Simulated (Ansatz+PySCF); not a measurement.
Results of a calculation; reference values are marked as such.
This PySCF input gave a total energy of -188.03571 hartree.

```python
from pyscf import gto, scf

mol = gto.M(atom="""
C -0.004170 -0.008830 -0.307500
O 0.004010 1.126100 0.213600
O -0.003550 -1.124830 0.212590
H 0.001330 -0.000700 -1.482910
""", basis='def2-svp', charge=-1, spin=0)
mf = scf.RHF(mol)
mf.kernel()
print(mf.converged, mf.e_tot, mf.spin_square()[0])
```

Q: Write an input for Ansatz with the same method and basis set.

A:

```yaml
crystal:
  periodic: [false, false, false]
  atoms:
    - { symbol: C, position_ang: [-0.00417, -0.00883, -0.3075] }
    - { symbol: O, position_ang: [0.00401, 1.1261, 0.2136] }
    - { symbol: O, position_ang: [-0.00355, -1.12483, 0.21259] }
    - { symbol: H, position_ang: [0.00133, -0.0007, -1.48291] }
basis:
  gaussian: { orbitals: def2-SVP }
total_charge: -1
hamiltonian:
  xc: hf
scf:
  omitted_lower_state_checks: [stability, starts, atomic_configurations, cluster_reference, orbital_swaps, given_window_search, neighbouring_geometries, increment]
```

Ansatz (development build ahead of 0.2.0) gave -188.03571 hartree, 0.03 meV from the first. Caution: no diffuse functions for an anion.
